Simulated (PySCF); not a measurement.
3-methylcyclopentene, C₆H₁₀.
Atom-mapped SMILES: `[CH3:1][C@H:2]1[CH:3]=[CH:4][CH2:5][CH2:6]1` (hydrogens: H7, H8, H9 on C1; H10 on C2; H11 on C3; H12 on C4; H13, H14 on C5; H15, H16 on C6)

The same species was optimised twice, with GFN2-xTB and with PBE0-D3(BJ)/def2-SVP (PySCF), and the same property calculations (PySCF, gas phase) were run on both structures.

```json
{"coordinate": "C3=C4 (Å)", "GFN2-xTB": "1.321", "PBE0-D3(BJ)/def2-SVP": "1.336", "change": "+0.015"}
{"coordinate": "C2–C3 (Å)", "GFN2-xTB": "1.504", "PBE0-D3(BJ)/def2-SVP": "1.508", "change": "+0.004"}
{"coordinate": "C4–C5 (Å)", "GFN2-xTB": "1.499", "PBE0-D3(BJ)/def2-SVP": "1.504", "change": "+0.005"}
{"coordinate": "C1–C2 (Å)", "GFN2-xTB": "1.526", "PBE0-D3(BJ)/def2-SVP": "1.523", "change": "-0.003"}
{"coordinate": "C2–C6 (Å)", "GFN2-xTB": "1.542", "PBE0-D3(BJ)/def2-SVP": "1.543", "change": "+0.001"}
{"coordinate": "C5–C6 (Å)", "GFN2-xTB": "1.538", "PBE0-D3(BJ)/def2-SVP": "1.538", "change": "0.000"}
{"coordinate": "C1–C2–C3 (°)", "GFN2-xTB": "112.9", "PBE0-D3(BJ)/def2-SVP": "114.8", "change": "+1.9"}
{"coordinate": "C1–C2–C6 (°)", "GFN2-xTB": "113.0", "PBE0-D3(BJ)/def2-SVP": "114.1", "change": "+1.1"}
{"coordinate": "C3–C2–C6 (°)", "GFN2-xTB": "103.0", "PBE0-D3(BJ)/def2-SVP": "102.2", "change": "-0.8"}
{"coordinate": "C4–C5–C6 (°)", "GFN2-xTB": "103.4", "PBE0-D3(BJ)/def2-SVP": "102.8", "change": "-0.6"}
{"coordinate": "C3–C4–C5 (°)", "GFN2-xTB": "112.1", "PBE0-D3(BJ)/def2-SVP": "111.6", "change": "-0.5"}
{"coordinate": "C2–C6–C5 (°)", "GFN2-xTB": "105.8", "PBE0-D3(BJ)/def2-SVP": "106.1", "change": "+0.3"}
{"coordinate": "C2–C3–C4 (°)", "GFN2-xTB": "112.4", "PBE0-D3(BJ)/def2-SVP": "112.2", "change": "-0.2"}
```

Rotational constants: A = 6661, B = 3253, C = 2423 MHz (GFN2-xTB) against A = 6732, B = 3182, C = 2373 MHz (PBE0-D3(BJ)/def2-SVP). Point groups within 0.08 Å: C1 and C1.

On the GFN2-xTB structure: lowest singlet, TDDFT (eV) 6.39 [B3LYP/def2-SVPD]; lowest triplet, Tamm–Dancoff (eV) 4.42 [B3LYP/def2-SVPD]; isotropic polarisability (au) 69.3 [B3LYP/def2-SVPD]; HOMO (eV) -6.69 [B3LYP/def2-SVPD]; LUMO (eV) 0.31 [B3LYP/def2-SVPD]; dipole (D) 0.23 [B3LYP/def2-SVPD]; HOMO (eV) -6.90 [PBE0/pcSseg-1]; LUMO (eV) 0.69 [PBE0/pcSseg-1]; dipole (D) 0.21 [PBE0/pcSseg-1]; GIAO shielding of C1 (ppm) 162.9 [PBE0/pcSseg-1]; GIAO shielding of C2 (ppm) 141.7 [PBE0/pcSseg-1]; GIAO shielding of C3 (ppm) 42.5 [PBE0/pcSseg-1]; GIAO shielding of C4 (ppm) 49.5 [PBE0/pcSseg-1]; GIAO shielding of C5 (ppm) 149.2 [PBE0/pcSseg-1]; GIAO shielding of C6 (ppm) 152.5 [PBE0/pcSseg-1].

Problem. What do these properties become on the PBE0-D3(BJ)/def2-SVP structure?

Solution. 
```
                                    property            level  on GFN2-xTB  on PBE0-D3(BJ)/def2-SVP  change
                  lowest singlet, TDDFT (eV)  B3LYP/def2-SVPD         6.39                     6.34   -0.05
           lowest triplet, Tamm–Dancoff (eV)  B3LYP/def2-SVPD         4.42                     4.26   -0.16
               isotropic polarisability (au)  B3LYP/def2-SVPD         69.3                     70.8    +1.5
                                   HOMO (eV)  B3LYP/def2-SVPD        -6.69                    -6.65   +0.04
                                   LUMO (eV)  B3LYP/def2-SVPD         0.31                     0.21   -0.10
                                  dipole (D)  B3LYP/def2-SVPD         0.23                     0.25   +0.02
energy, GFN2-xTB geometry as zero (kcal/mol)  B3LYP/def2-SVPD          0.0                     -1.2    -1.2
                                   HOMO (eV)    PBE0/pcSseg-1        -6.90                    -6.86   +0.04
                                   LUMO (eV)    PBE0/pcSseg-1         0.69                     0.57   -0.12
                                  dipole (D)    PBE0/pcSseg-1         0.21                     0.23   +0.02
energy, GFN2-xTB geometry as zero (kcal/mol)    PBE0/pcSseg-1          0.0                     -0.6    -0.6
                  GIAO shielding of C1 (ppm)    PBE0/pcSseg-1        162.9                    162.1    -0.8
                  GIAO shielding of C2 (ppm)    PBE0/pcSseg-1        141.7                    141.3    -0.4
                  GIAO shielding of C3 (ppm)    PBE0/pcSseg-1         42.5                     38.4    -4.1
                  GIAO shielding of C4 (ppm)    PBE0/pcSseg-1         49.5                     45.1    -4.4
                  GIAO shielding of C5 (ppm)    PBE0/pcSseg-1        149.2                    148.3    -0.9
                  GIAO shielding of C6 (ppm)    PBE0/pcSseg-1        152.5                    149.4    -3.1
```

The heavy atoms differ by 0.042 Å rms after alignment. Among bonds between heavy atoms C3=C4 changes most (+0.015 Å). Changes are differences of the printed values. Neither structure is proved a minimum here.
